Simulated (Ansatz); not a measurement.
Scan of the Si2–Cl3 bond length

SiH2SCl (SMILES [S][SiH2]Cl), doublet, at its PBE0-D4/def2-TZVP minimum:

```tsv
atom	x (Å)	y (Å)	z (Å)
S1	-1.0487	-0.3954	1.6862
Si2	0.1148	-0.0615	-0.0355
Cl3	-0.7069	1.2387	-1.3924
H4	0.2857	-1.3682	-0.7127
H5	1.4050	0.5127	0.4131
```

The bond length Si2–Cl3 (2.051 Å at the minimum) is set to the values below, the two halves moving rigidly along the bond. Each method's energies count from its own value at the PBE0-D4 minimum structure. Program: Ansatz 0.2.0. Basis: def2-TZVPP. Cores are frozen in the correlated methods; orbitals are unrestricted. B3LYP uses VWN-RPA correlation.

CCSD(T) energies along the scan:
| bond length (Å) | CCSD(T) (kJ/mol) |
| --- | --- |
| 1.846 | 54.8 |
| 1.887 | 33.1 |
| 1.948 | 12.2 |
| 2.018 | 1.3 |
| 2.096 | 1.4 |
| 2.180 | 11.6 |
| 2.269 | 30.1 |
| 2.363 | 55.0 |
| 2.461 | 84.4 |
They count from the CCSD(T) energy at the PBE0-D4 minimum.

Minimum and curvature along this coordinate at CCSD(T): A fifth-order fit through the nearest points gives 2.055 Å, with a curvature of about 19 eV/Å².

Q: Treat the two halves as rigid bodies and work out the harmonic wavenumber of this stretch from that curvature (ν̃ = 521.5 √(k/μ) cm⁻¹ with k in eV/Å² and μ in u).

A: The halves weigh 62.17 and 35.45 u, so μ = 62.17 × 35.45/97.62 = 22.577 u and ν̃ = 521.5 √(19/22.577) ≈ 480 cm⁻¹. A true normal mode mixes in other motions, so this is a guide only.

Largest difference from the CCSD(T) curve over the scan: PBE-D4 13.4; PBE0-D4 3.4; B3LYP-D4 10.0; MP2 4.9 kJ/mol. Each curve counts from its own value at the minimum.

The T1 diagnostic stays at or below 0.014. ⟨S²⟩ of the unrestricted Hartree–Fock references: 0.76 (a pure state has 0.75).

For scale, one of the runs: CCSD(T)/def2-TZVPP, 154 basis functions (an equivalent command: `ansatz run in.yaml --threads 4`). Time: 19 s of wall clock on 4 CPU threads; the host was shared. Peak host memory: 2.1 GiB.
